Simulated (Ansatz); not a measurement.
**Structure relaxation of Ca**

Computed with Ansatz, DFT r2SCAN, scalar-relativistic, plane waves, PAW. Cutoff 500 eV, Γ-centred k mesh, Gaussian smearing, no spin polarisation in the final step.

The start puts Ca on the beta-tungsten (A15) structure type (Pm-3n, No. 223), at a guessed volume.

```
CELL_PARAMETERS angstrom
7.05782 0.00000 0.00000
0.00000 7.05782 0.00000
0.00000 0.00000 7.05782
ATOMIC_POSITIONS crystal
Ca 0.50000 0.50000 0.50000
Ca 0.00000 0.00000 0.00000
Ca 0.25000 0.00000 0.50000
Ca 0.50000 0.25000 0.00000
Ca 0.50000 0.75000 0.00000
Ca 0.75000 0.00000 0.50000
Ca 0.00000 0.50000 0.75000
Ca 0.00000 0.50000 0.25000
```

Cell and atoms relax at zero pressure; the relaxation can't lower the symmetry of the start.

Energies count from the standard state of Ca at the same level.

Describe the relaxed structure.

It keeps Pm-3n (No. 223). The result has the beta-tungsten (A15) structure. Conventional cell: a = 7.027 Å. Ca on Wyckoff site a (2 atoms of the primitive cell) has 12 Ca at 3.93 Å; Ca on Wyckoff site c (6 atoms of the primitive cell) has 2 Ca at 3.51 Å, 4 Ca at 3.93 Å and 8 Ca at 4.30 Å.

```cif
data_structure
_symmetry_space_group_name_H-M 'Pm-3n'
_symmetry_Int_Tables_number 223
_cell_length_a 7.0273
_cell_length_b 7.0273
_cell_length_c 7.0273
_cell_angle_alpha 90.000
_cell_angle_beta 90.000
_cell_angle_gamma 90.000
_cell_volume 347.03
loop_
_atom_site_label
_atom_site_type_symbol
_atom_site_symmetry_multiplicity
_atom_site_Wyckoff_symbol
_atom_site_fract_x
_atom_site_fract_y
_atom_site_fract_z
_atom_site_occupancy
Ca1 Ca 2 a 0.50000 0.50000 0.50000 1
Ca2 Ca 6 c 0.25000 0.00000 0.50000 1
```

What are its volume, energy, density and gap?

The volume per atom is 43.38 Å³ and the density is 1.53 g/cm³. The energy over the standard structure is 0.05 eV/atom and the gap on the 6×6×6 mesh is 0 eV (a metal).

The final run used a 6×6×6 mesh on its 8-atom cell and 0.10 eV smearing. The k mesh leaves about 4 meV/atom of noise in metals. Symmetry constrained the relaxation, so the result can be a saddle point.

This form isn't the element's structure at ambient conditions.